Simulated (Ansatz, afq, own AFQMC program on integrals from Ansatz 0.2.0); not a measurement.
Where AFQMC and coupled cluster stand for BNH3, doublet

```xyz
5

B     0.0000   -0.1969    0.8800
N     0.0000    0.0800   -0.6339
H     0.0000    0.6408    1.7327
H     0.0000    1.0083   -1.0341
H     0.0000   -0.6494   -1.3279
```

Connectivity, by distances: BH–NH2.

Basis cc-pVDZ. Only valence electrons are correlated. Integrals, coupled cluster, full CI and functionals: Ansatz 0.2.0; the random walks run on the same integrals in our own AFQMC program. ph-AFQMC/CISD is guided by a CISD state made of CCSD amplitudes; releasing the constraint for a short imaginary time cuts its bias at the price of noise, slowly where states lie close. Free AFQMC starts from the CCSD state and is never constrained. Its projection time is finite, and what remains of the start isn't in its error. ± is one standard error of the sampling.

Determinant: UHF, the one that the program's search chose, which needn't be the lowest solution. The geometry is a point of a scan.

No full CI on the walks' own integrals is used here. The released AFQMC energy serves as the reference, which it does only where one determinant dominates, the energy is flat over the last release times and near the phaseless one (40 meV or 2 meV an electron, half that with transition metals). On small molecules, where full CI could be run and the noise was under 10 meV, such values lay within 10 meV of it in 19 cases of 20, a flattering rate, since the rule was set on those same cases; what remains of the bias isn't in the error bar.

Cautions: the ph-AFQMC/CISD walk drifts between its halves (2.3 errors); the released value is read at 2.40 1/Eh with a noise of 21 meV, more than in the cases checked (meV from the phaseless value at times in 1/Eh: 7 ± 13 at 0.24, 2 ± 13 at 0.51, -20 ± 13 at 0.99, -18 ± 17 at 1.62, -39 ± 21 at 2.40).

* T1 diagnostic: 0.0197
* weight of the determinant in the CISD state: 0.896
* ⟨S²⟩ of the determinant: 0.757
* size of the correlated space: 11 electrons in 41 orbitals

| level | correlation energy (eV) |
| --- | --- |
| MP2 | -6.5542 |
| CCSD | -7.2156 |
| CCSD(T) | -7.4198 |

Task: Estimate where free-projection AFQMC lies against CCSD(T) on the same integrals.

Result: 0.79 ± 0.45 kcal/mol below CCSD(T). The gap is under twice the noise, so this walk alone can't tell the two apart.

Reference: AFQMC with the constraint released, correlation energy -7.479 ± 0.021 eV.

```tsv
level	E − E(reference) (kcal/mol)	share of correlation (%)
CCSD(T)	1.36 ± 0.47	99.21
ph-AFQMC/CISD	0.90 ± 0.56	99.48
free AFQMC	0.58 ± 0.65	99.66
```

Free projections are given only where their last times agree within the noise and don't stop above the reference; a slow remainder of the start can still hide under it. A walk keeps the symmetry of its determinant, which the program's search chose and which needn't be the lowest solution, so a lower state of the same spin and another symmetry isn't excluded. Released energies are given only where the last usable release times agree within the noise; a slower fall can still hide under it.
